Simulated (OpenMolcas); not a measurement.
**A OpenMolcas job on AlH3NS (SMILES [NH2][Al][SH])**

Aim: the vertical excitations of AlH3NS.

The results are computed with OpenMolcas 26.06.

## 1. The molecule

AlH3NS has 6 atoms, charge 0, and is taken as a doublet. As SMILES, `[NH2][Al][SH]`. The start is not the relaxed shape.

Bond lengths: N1–Al2 1.699 Å, Al2–S3 2.279 Å, N1–H4 0.912 Å, N1–H5 1.078 Å, S3–H6 1.149 Å. Angles: N1–Al2–S3 128.9°, Al2–N1–H4 113.3°, Al2–N1–H5 126.4°, Al2–S3–H6 100.7°, H4–N1–H5 119.6°.

## 2. The run

Contents of step6.inp:

```
&GATEWAY
Coord
6
angstrom
N       -0.935906       0.222647      -1.046002
Al       0.135976      -0.597885      -0.014161
S        1.433308       0.241353       1.660489
H       -0.994034       1.115885      -0.870570
H       -1.622885      -0.228293      -1.744226
H        1.907838      -0.723415       2.065948
Basis=ANO-R2
Group=NoSym
RICD
&SEWARD
&RASSCF
FileOrb=$CurrDir/step2.RasOrb
Spin=2
Nactel=5 0 0
Inactive=17
Ras2=4
CIRoot=3 3 1
Iterations=2 100
OrbListing=Nothing
OrbAppear=Compact
&CASPT2
Multistate=all
```

Command:

```console
export MOLCAS_MEM=1860
pymolcas step6.inp > step6.log
```

The program printed:

```text
--- Start Module: gateway ---

                                              &GATEWAY

                       available to each process: 1.9 GB of memory, 1 thread

++    Symmetry information:
      ---------------------

                    Character Table for C1

                             E
                    a        1  x, y, xy, Rz, z, xz, Ry, yz, Rx, I
--

++    Basis set information:
      ----------------------

      Basis set label: N.ANO-R...4S4P2D1F.

      Electronic valence basis set:
      ------------------
      Associated Effective Charge   7.000000 au
      Associated Actual Charge      7.000000 au
      Nuclear Model: Finite nucleus - Gaussian distribution
        Gaussian exponent, Xi/bohr**(-2):  6.28656E+08

      Shell  nPrim  nBasis  Cartesian Spherical Contaminant
         s      13       4        X
         p       8       4        X
         d       4       2                 X
         f       3       1                 X

      Basis set label: AL.ANO-R...5S5P3D1F.

      Electronic valence basis set:
      ------------------
      Associated Effective Charge  13.000000 au
      Associated Actual Charge     13.000000 au
      Nuclear Model: Finite nucleus - Gaussian distribution
        Gaussian exponent, Xi/bohr**(-2):  4.43360E+08

[... 209 lines left out ...]
                                         RASSCF iterations: Energy and convergence statistics
[... 17 lines left out ...]
      printout of CI-coefficients larger than  0.05 for root  1
[... 7 lines left out ...]
      printout of CI-coefficients larger than  0.05 for root  2
[... 9 lines left out ...]
      printout of CI-coefficients larger than  0.05 for root  3
[... 10 lines left out ...]
      Natural orbitals and occupation numbers for root  1
[... 9 lines left out ...]
      *                                                    Final results                                                     *
[... 16 lines left out ...]
      Final state energy(ies):
[... 4 lines left out ...]
::    RASSCF root number  3 Total energy:   -697.11371801
[... 99 lines left out ...]
      Von Neumann Entropy (Root   2) =  0.94932
[... 127 lines left out ...]
      Dipole Moment (debye):
[... 68 lines left out ...]
--

      Average orbitals are written to the RASORB file
      Natural orbitals for root   1 are written to the RASORB.1 file
      Natural orbitals for root   2 are written to the RASORB.2 file
      Natural orbitals for root   3 are written to the RASORB.3 file
      Spin density orbitals for root   1 are written to the SPDORB.1 file
      Spin density orbitals for root   2 are written to the SPDORB.2 file
      Spin density orbitals for root   3 are written to the SPDORB.3 file

--- Stop Module: rasscf /rc=_RC_NOT_CONVERGED_ ---
           step6.RasOrb.3 step6.rasscf.h5 step6.SpdOrb.1 step6.SpdOrb.2 step6.SpdOrb.3 xmldump
--- Module rasscf spent 8 seconds ---

.#######################.
.# Convergence problem #.
.#######################.

    Timing: Wall=19.26 User=17.85 System=1.39
```

Run time: 20 s. Hardware: 1 thread of Arm Neoverse V1, shared host; peak memory 0.16 GiB.

## 3. What went wrong

The iterations ended before the threshold was met.

What is wrong: the iteration cap is too low for convergence. To mend it: RASSCF iteration cap default in place of 2.
